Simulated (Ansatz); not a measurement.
Relaxation of BClH₂O (5 atoms, charge 0, multiplicity 1), to a largest force component of 0.03 eV/Å in at most 50 steps.

All numbers below come from RKS r2SCANh/def2-SVP (Ansatz).

```xyz
5
Properties=species:S:1:pos:R:3:forces:R:3
B -0.899 -0.202 0.324 0.03 -0.03 0.11
H 1.340 0.052 1.122 0.31 -0.07 -0.77
O 1.697 0.016 0.206 -0.32 0.05 0.71
H 1.790 -0.932 0.054 0.01 0.01 0.06
Cl -1.321 0.114 -1.313 -0.02 0.03 -0.11
```

Where does it end, and by what steps?

It converged. After 5 steps the energy has fallen by 0.014 eV; B1 moved furthest, 0.15 Å.

```json
{"step": "0", "energy less start (eV)": "0.0000", "largest force component (eV/Å)": "0.768", "accepted": "yes"}
{"step": "1", "energy less start (eV)": "0.0324", "largest force component (eV/Å)": "1.527", "accepted": "no"}
{"step": "2", "energy less start (eV)": "-0.0059", "largest force component (eV/Å)": "0.472", "accepted": "yes"}
{"step": "3", "energy less start (eV)": "-0.0103", "largest force component (eV/Å)": "0.317", "accepted": "yes"}
{"step": "4", "energy less start (eV)": "-0.0103", "largest force component (eV/Å)": "0.285", "accepted": "yes"}
{"step": "5", "energy less start (eV)": "-0.0138", "largest force component (eV/Å)": "0.006", "accepted": "yes"}
```

```xyz
5
Properties=species:S:1:pos:R:3
B -0.882 -0.351 0.290
H 1.437 0.156 1.098
O 1.598 -0.008 0.160
H 1.743 -0.962 0.138
Cl -1.289 0.214 -1.294
```

Whether the end is a true minimum wasn't checked by a vibrational analysis.

Time of the run: 15 s on 1 thread of Arm Neoverse V1, with other jobs on the host, peak memory 0.13 GiB.
